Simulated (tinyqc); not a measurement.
Inside a calculation. Method: RHF in the sto-3g basis, for LiH, spin multiplicity 1. One step of it, computed by the program tinyqc.

Question. Orthogonalisation. S = U s U^T; symmetric (Loewdin) form X = U s^(-1/2) U^T, so that X^T S X = 1.

overlap S, order 1Li 1s, 1Li 2s, 1Li 2px, 1Li 2py, 1Li 2pz, 2H 1s:
```
[[1.000000, 0.241137, 0.000000, 0.000000, 0.000000, 0.058501],
 [0.241137, 1.000000, 0.000000, 0.000000, 0.000000, 0.380309],
 [0.000000, 0.000000, 1.000000, 0.000000, 0.000000, 0.000000],
 [0.000000, 0.000000, 0.000000, 1.000000, 0.000000, 0.000000],
 [0.000000, 0.000000, 0.000000, 0.000000, 1.000000, 0.501158],
 [0.058501, 0.380309, 0.000000, 0.000000, 0.501158, 1.000000]]
```

Give: eigenvalues of S; X.

Answer.

eigenvalues of S: [0.364, 0.800, 1.000, 1.000, 1.173, 1.664]

X, order 1Li 1s, 1Li 2s, 1Li 2px, 1Li 2py, 1Li 2pz, 2H 1s:
```
[[1.023, -0.130, 0.000, 0.000, -0.006, 0.010],
 [-0.130, 1.103, 0.000, 0.000, 0.104, -0.262],
 [0.000, 0.000, 1.000, 0.000, 0.000, 0.000],
 [0.000, 0.000, 0.000, 1.000, 0.000, 0.000],
 [-0.006, 0.104, 0.000, 0.000, 1.135, -0.342],
 [0.010, -0.262, 0.000, 0.000, -0.342, 1.213]]
```
